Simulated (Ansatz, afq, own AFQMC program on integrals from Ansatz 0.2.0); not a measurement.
**AlH$_{3}$, singlet in cc-pVDZ, levels against full CI**

```xyz
4

Al    0.0000    0.0000    0.0000
H     2.7259    0.0259   -0.0001
H    -1.3854    2.3478   -0.0048
H    -1.3406   -2.3737    0.0049
```

Basis cc-pVDZ. Noble-gas cores (and the filled d shells of Ga–Kr and In–Xe) are frozen. AFQMC by an in-house program on the Cholesky factors that Ansatz 0.2.0 writes for its CCSD(T) run. The CISD trial takes its coefficients from CCSD amplitudes. Released means that phaseless walkers are propagated on without the constraint, phases kept. Uncertainties: one standard error, sampling alone.

Determinant: RHF, the one that the program's search chose, which needn't be the lowest solution. The geometry is a point of a scan.

Full CI on the same integrals is exact in this basis and with this determinant's frozen core.

Cautions: restricted determinant unstable towards unrestricted (UHF 2.55 eV lower, ⟨S²⟩ 1.56); strong correlation (T1 0.054, weight of the determinant 0.68, largest double 0.31); (T) is large, 7 % of the CCSD correlation; the released energies are still falling, so no released level is given (meV from the phaseless value at times in 1/Eh: -15 ± 8 at 0.24, -34 ± 7 at 0.51, -57 ± 6 at 0.99, -81 ± 7 at 1.62, -105 ± 5 at 2.40).

The T1 diagnostic is 0.0538. The weight of the determinant in the CISD state is 0.680 and the size of the correlated space is 6 electrons in 28 orbitals.

Reference: full CI, correlation energy -5.132 eV. The cautions show a poor starting determinant, so the rows tell how each method copes with it here, and full CI is the sure value.

| level | E − E(reference) (kJ/mol) | share of correlation (%) |
| --- | --- | --- |
| HF | 495.1 | 0.00 |
| MP2 | 207.7 | 58.04 |
| CCSD | 43.7 | 91.17 |
| CCSD(T) | 12.0 | 97.58 |
| CCSDT | 2.7 | 99.46 |
| CCSDT(Q) | 0.0 | 100.01 |
| CCSDTQ | -0.3 | 100.05 |
| ph-AFQMC/CISD | 20.6 ± 0.7 | 95.84 |

CCSDT and higher add their correlation energy to the determinant of the CCSD(T) run, since their own runs factorise the integrals more tightly (a shift of under 2 meV). A walk keeps the symmetry of its determinant, which the program's search chose and which needn't be the lowest solution, so a lower state of the same spin and another symmetry isn't excluded.
